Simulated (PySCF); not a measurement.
# PH3 (SMILES P): NEVPT2(8,7)/6-31G

Aim: the vertical ionisation energy of PH3 at NEVPT2(8,7)/6-31G, from 2 runs. The job is set up through a Python script.

Program for the calculation: PySCF 2.14.0.

5 further runs of the same task are left out: 5 set aside as unsound or not needed.

## 1. Starting point

PH3: 4 atoms, total charge 0, spin state singlet. As SMILES, `P`. Geometry: relaxed at PBE0-D4/def2-TZVP.

Bond lengths: P1–H2 1.420 Å, P1–H3 1.420 Å, P1–H4 1.420 Å. Angles: H2–P1–H3 93.1°, H2–P1–H4 93.1°, H3–P1–H4 93.1°.

## 2. The energy at NEVPT2(8,7)/6-31G

run.py

```python
import numpy
from pyscf import gto, scf, mp, mcscf, mrpt

mol = gto.M(
    atom=[
    ('P', (0.346000, -0.326500, -0.332800)),
    ('H', (0.630900, -0.034000, 1.027000)),
    ('H', (-1.005500, -0.663000, -0.057200)),
    ('H', (0.028700, 1.023500, -0.636900)),
],
    basis='6-31g',
    verbose=3,
    charge=0,
    max_memory=1860,
)

mf = mol.RHF()
mf.conv_tol = 1e-10
mf.kernel()
if not mf.converged:
    mf = mf.newton().run(mf.mo_coeff, mf.mo_occ)

pt = mp.MP2(scf.addons.convert_to_uhf(mf)).run()
noons, natorbs = mcscf.addons.make_natural_orbitals(pt)
print('natural occupations', numpy.round(noons[:40], 4))
cas = mcscf.CASSCF(mf, 7, 8)
cas.fix_spin_(ss=0.0)
cas.natorb = True
cas.kernel(natorbs)
e_pt2 = mrpt.NEVPT(cas).kernel()
etot = cas.e_tot + e_pt2
print('Final energy', etot)
```

Run with:

```
$ OMP_NUM_THREADS=1 python run.py
```

Standard output:

```text
converged SCF energy = -342.395714304115
E(UMP2) = -342.462891725128  E_corr = -0.0671774210123749
E(SCS-UMP2) = -342.470008029739  E_corr = -0.074293725623115
natural occupations [2.0000e+00 1.9999e+00 1.9999e+00 1.9998e+00 1.9998e+00 1.9906e+00
 1.9828e+00 1.9808e+00 1.9808e+00 1.7400e-02 1.7400e-02 1.2100e-02
 7.2000e-03 3.5000e-03 3.5000e-03 2.5000e-03 8.0000e-04 8.0000e-04
 4.0000e-04]
CASSCF energy = -342.453107264346
CASCI E = -342.453107264346  E(CI) = -14.4863138582726  S^2 = 0.0000000
Sr    (-1)',   E = -0.01099792698109
Si    (+1)',   E = -0.00014451671149
Sijrs (0)  ,   E = -0.00063632216076
Sijr  (+1) ,   E = -0.00129285258930
Srsi  (-1) ,   E = -0.00019079961057
Srs   (-2) ,   E = -0.01011019845361
Sij   (+2) ,   E = -0.00064519592168
Sir   (0)' ,   E = -0.00042718046449
Nevpt2 Energy = -0.024444992892992
Final energy -342.4775522572394
```

Run time: 1.9 s. Hardware: 1 thread of Arm Neoverse N1, shared host; peak memory 0.12 GiB.

## 3. The doublet cation, same level

run.py

```python
import numpy
from pyscf import gto, scf, mp, mcscf, mrpt

mol = gto.Mole()
mol.atom = [
    ('P', (0.346000, -0.326500, -0.332800)),
    ('H', (0.630900, -0.034000, 1.027000)),
    ('H', (-1.005500, -0.663000, -0.057200)),
    ('H', (0.028700, 1.023500, -0.636900)),
]
mol.charge = 1
mol.verbose = 4
mol.max_memory = 1860
mol.basis = '6-31g'
mol.spin = 1
mol.build()

mf = scf.ROHF(mol)
mf.conv_tol = 1e-10
mf.kernel()
if not mf.converged:
    mf = mf.newton().run(mf.mo_coeff, mf.mo_occ)

pt = mp.MP2(scf.addons.convert_to_uhf(mf)).run()
noons, natorbs = mcscf.addons.make_natural_orbitals(pt)
print('natural occupations', numpy.round(noons[:40], 4))
cas = mcscf.CASSCF(mf, 7, 7)
cas.fix_spin_(ss=0.75)
cas.natorb = True
cas.kernel(natorbs)
e_pt2 = mrpt.NEVPT(cas).kernel()
e_tot = cas.e_tot + e_pt2
print('Final energy', e_tot)
```

Run with:

```
$ OMP_NUM_THREADS=1 python run.py
```

Standard output:

```text
PySCF version 2.14.0

[INPUT] num. atoms = 4
[INPUT] num. electrons = 17
[INPUT] charge = 1
[INPUT] spin (= nelec alpha-beta = 2S) = 1
[INPUT] symmetry False subgroup None
[INPUT] Mole.unit = angstrom
[INPUT] Symbol           X                Y                Z      unit          X                Y                Z       unit  Magmom
[INPUT]  1 P      0.346000000000  -0.326500000000  -0.332800000000 AA    0.653845239100  -0.616995579670  -0.628900854255 Bohr   0.0
[INPUT]  2 H      0.630900000000  -0.034000000000   1.027000000000 AA    1.192228211988  -0.064250688235   1.940748729928 Bohr   0.0
[INPUT]  3 H     -1.005500000000  -0.663000000000  -0.057200000000 AA   -1.900119618250  -1.252888420587  -0.108092334325 Bohr   0.0
[INPUT]  4 H      0.028700000000   1.023500000000  -0.636900000000 AA    0.054235139775   1.934134688492  -1.203566568735 Bohr   0.0

nuclear repulsion = 17.5426218499292
number of shells = 13
number of NR pGTOs = 58
number of NR cGTOs = 19
basis = 6-31g
ecp = {}

[... 35 lines left out ...]
converged SCF energy = -342.044898748729
[... 34 lines left out ...]
sorting_mo_energy = False
[... 20 lines left out ...]
1-step CASSCF converged in   3 macro ( 19 JK   6 micro) steps
[... 3 lines left out ...]
Natural orbital (expansion on meta-Lowdin AOs) in CAS space
[... 19 lines left out ...]
<CAS-nat-orb|mo-hf>  12     19      -0.52550441
CASSCF energy = -342.105992714238
CASCI E = -342.105992714238  E(CI) = -14.1362302179358  S^2 = 0.7500000

******** <class 'pyscf.mrpt.nevpt2.NEVPT'> ********
NEVPT2 (4e+3e, 7o), ncore = 5, nvir = 7
root = 0
Natural occ [1.98261301 1.96045453 1.96044779 1.00406042 0.03494815 0.03493765
 0.02253844]
Natural orbital (expansion on meta-Lowdin AOs) in CAS space
               #1        #2        #3        #4        #5
0 P 1s           0.01949  -0.00000  -0.00000   0.00750   0.00000
0 P 2s          -0.20120   0.00000   0.00000  -0.07950  -0.00000
0 P 3s          -0.75313   0.00000  -0.00000  -0.43430   0.00000
[... 15 lines of this table left out ...]
3 H 2s           0.05321   0.03589   0.00679  -0.01752  -0.01049
               #6        #7
0 P 1s           0.00000  -0.00192
0 P 2s          -0.00000   0.01939
0 P 3s           0.00001   0.44860
[... 15 lines of this table left out ...]
3 H 2s          -0.05376   0.06076
<CAS-nat-orb|mo-hf>  6      6       -0.99996609
<CAS-nat-orb|mo-hf>  7      7       -0.99991329
<CAS-nat-orb|mo-hf>  8      8        0.99991328
<CAS-nat-orb|mo-hf>  9      9       -0.99996969
<CAS-nat-orb|mo-hf>  10     10      -0.85620169
<CAS-nat-orb|mo-hf>  11     11       0.85615907
<CAS-nat-orb|mo-hf>  12     12      -0.79682524
<CAS-nat-orb|mo-hf>  12     19      -0.52550441
Sr    (-1)',   E = -0.00748966150245
Si    (+1)',   E = -0.00023407637150
Sijrs (0)  ,   E = -0.00042016999589
Sijr  (+1) ,   E = -0.00125607184519
Srsi  (-1) ,   E = -0.00011650329367
Srs   (-2) ,   E = -0.00484833787055
Sij   (+2) ,   E = -0.00084838289959
Sir   (0)' ,   E = -0.00037037045777
Nevpt2 Energy = -0.015583574236611
Final energy -342.1215762884745
```

It took 2 s on 1 thread of Arm Neoverse N1, shared host; peak memory 0.12 GiB.

## 4. Summary of results

Level: NEVPT2(8,7)/6-31G.

```
                                          quantity          value
                         singlet PH3: total energy  -342.47755 Eh
 singlet PH3: dipole moment (Hartree–Fock density)         1.22 D
  singlet PH3: HOMO energy (Hartree–Fock orbitals)      -10.53 eV
  singlet PH3: LUMO energy (Hartree–Fock orbitals)        4.57 eV
singlet PH3: HOMO–LUMO gap (Hartree–Fock orbitals)       15.10 eV
                      doublet cation: total energy  -342.12158 Eh
vertical ionisation energy (to the doublet cation)       9.687 eV
```

What this shows: Removing an electron at fixed nuclei costs 9.69 eV (935 kJ/mol). Mulliken charges (doublet cation) of the mean-field density run from +0.12 on H2 to +0.63 on P1; they depend strongly on the basis.
